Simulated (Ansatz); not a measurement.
# The phosphorus atom (quartet): from Hartree-Fock to the top rungs, def2-TZVPP

Aim: climb from Hartree-Fock through coupled cluster and multireference methods for the phosphorus atom (quartet) at one geometry and basis, and see what each rung misses.

Program: Ansatz 0.2.0, Gaussian basis. Level of theory: def2-TZVPP, core rule «outside noble gas», up to 5 orbitals frozen. These are calculated values, not measurements.

The runs, in order: UHF; CCSD(T) on ROHF; CCSD(T) on UHF; BCCD(T) on ROHF; CISD; CCSDT(Q) on ROHF; CCSDT(Q) on UHF; CASSCF and MRCISD+Q, 5 electrons in 4 orbitals; CASSCF and MRCISD+Q(relaxed), 5 electrons in 4 orbitals; CASSCF and NEVPT4(SD), 5 electrons in 4 orbitals; CASSCF and NEVPT2, 5 electrons in 4 orbitals.

## (1) The atom

A free atom, in its lowest state of this spin that the program finds.

1 atom, charge 0, spin multiplicity 4.

## (2) UHF

Contents of in.yaml:

```yaml
crystal:
  periodic: [false, false, false]
  atoms:
    - {symbol: P, position_ang: [0.000000, 0.000000, 0.000000]}
basis:
  gaussian: {orbitals: def2-TZVPP}
magnetization: {spin_polarized: true, initial_magnetization: 3}
hamiltonian: {xc: hf}
output: {orbitals: {seedname: orbitals}}
```

Run with:

```sh
$ ansatz run in.yaml --threads 1 --pin off --events-out ev --progress --plain --max-ram 2393MiB
```

Further steps of the session: CCSD(T) on ROHF; CCSD(T) on UHF; BCCD(T) on ROHF; CISD; CCSDT(Q) on ROHF; CCSDT(Q) on UHF; CASSCF and MRCISD+Q, 5 electrons in 4 orbitals; CASSCF and MRCISD+Q(relaxed), 5 electrons in 4 orbitals; CASSCF and NEVPT4(SD), 5 electrons in 4 orbitals; CASSCF and NEVPT2, 5 electrons in 4 orbitals.

**Question.** What will the summary of the whole plan be? Wanted: UCCSDT(Q) below the RHF energy; RMP2 from UCCSDT(Q); UMP2 from UCCSDT(Q); RCCSD from UCCSDT(Q); RCCSD(T) from UCCSDT(Q); UCCSD(T) from UCCSDT(Q); RCCSDT(Q) from UCCSDT(Q); NEVPT2 valence from UCCSDT(Q); NEVPT4(SD) valence from UCCSDT(Q).

The runs gave:

| quantity | value |
| --- | --- |
| UCCSDT(Q) below the RHF energy | -2.8878 eV |
| RMP2 from UCCSDT(Q) | +14.39 kcal/mol |
| UMP2 from UCCSDT(Q) | +14.27 kcal/mol |
| RCCSD from UCCSDT(Q) | +3.08 kcal/mol |
| RCCSD(T) from UCCSDT(Q) | +0.67 kcal/mol |
| UCCSD(T) from UCCSDT(Q) | +0.57 kcal/mol |
| RCCSDT(Q) from UCCSDT(Q) | +0.09 kcal/mol |
| NEVPT2 valence from UCCSDT(Q) | +14.63 kcal/mol |
| NEVPT4(SD) valence from UCCSDT(Q) | +1.15 kcal/mol |
| MRCISD+Q valence from UCCSDT(Q) | +0.07 kcal/mol |
| levels within 1 kcal/mol (43 meV) | RCCSD(T), UCCSD(T), BCCD(T), RCCSDT, UCCSDT, RCCSDT(Q), MRCISD+Q valence, MRCISD+Q(relaxed) valence |
| T1 diagnostic | 0.005 |
| effectively unpaired electrons | 3.00 |

RCCSD(T) misses by +0.67 kcal/mol, 1.0 % of the correlation energy. One determinant dominates. Of the multireference levels listed MRCISD+Q valence comes nearest in total energy (+0.07 kcal/mol), which doesn't show that its space is the better one. These misses are within one basis, not against nature; the frozen cores of restricted and unrestricted runs differ, which can shift their rows.
